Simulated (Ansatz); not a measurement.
```yaml
crystal:
  periodic: [false, false, false]
  atoms:
    - {symbol: Ge, position_ang: [-0.998615, -0.007501, 0.693800]}
    - {symbol: As, position_ang: [0.986304, 0.006727, -0.719878]}
    - {symbol: H, position_ang: [-0.697022, 1.169070, 1.731867]}
    - {symbol: H, position_ang: [-0.648351, -1.128517, 1.777081]}
basis:
  gaussian: {orbitals: def2-TZVP}
magnetization: {spin_polarized: true, initial_magnetization: 3}
hamiltonian: {xc: pbe0}
relax: {f_tol: 0.004, max_steps: 80}
```

```sh
$ ansatz run in.yaml --threads 1 --pin off --events-out ev --progress --plain --max-ram 2176MiB
```

Steps of the relaxation (energy above the last step; positions in Å, forces in eV/Å):

```
4
step 1, 154.5 meV
Ge   -0.999   -0.008    0.694    0.526    0.037    1.292
As    0.986    0.007   -0.720    0.179   -0.003   -0.349
H    -0.697    1.169    1.732   -0.352   -0.025   -0.471
H    -0.648   -1.129    1.777   -0.352   -0.009   -0.472
```

```
4
step 2, 45.2 meV
Ge   -0.858   -0.002    0.828    0.086    0.010    0.390
As    1.011    0.005   -0.820   -0.085    0.000    0.101
H    -0.784    1.333    1.711    0.013   -0.649   -0.233
H    -0.728   -1.297    1.763   -0.014    0.640   -0.258
```

```
4
step 3, 27.0 meV
Ge   -0.795    0.000    0.842   -0.515   -0.013   -0.112
As    0.991    0.005   -0.823    0.269    0.003   -0.131
H    -0.804    1.281    1.707    0.123    0.011    0.121
H    -0.750   -1.246    1.757    0.123   -0.001    0.121
```

```
4
step 4, 0.7 meV
Ge   -0.858   -0.002    0.814   -0.046   -0.001    0.012
As    1.006    0.005   -0.814    0.012    0.000    0.008
H    -0.779    1.265    1.717    0.018   -0.047   -0.009
H    -0.727   -1.228    1.766    0.016    0.047   -0.011
```

```
4
step 6, 0.0 meV
Ge   -0.868   -0.002    0.809    0.000    0.000    0.000
As    1.006    0.005   -0.809    0.000    0.000    0.000
H    -0.774    1.258    1.717    0.000    0.000    0.000
H    -0.722   -1.221    1.766    0.000    0.000    0.000
```

Close pairs at the end: Ge1–H4 1.556 Å, Ge1–H3 1.556 Å, Ge1–As2 2.476 Å.

A stationary point of unrestricted PBE0 after 6 steps, with ⟨S²⟩ = 3.757 against 3.75 for a pure state; no frequencies were run, so it isn't proven a minimum. 45 s on 1 thread of Arm Neoverse V1, shared host.
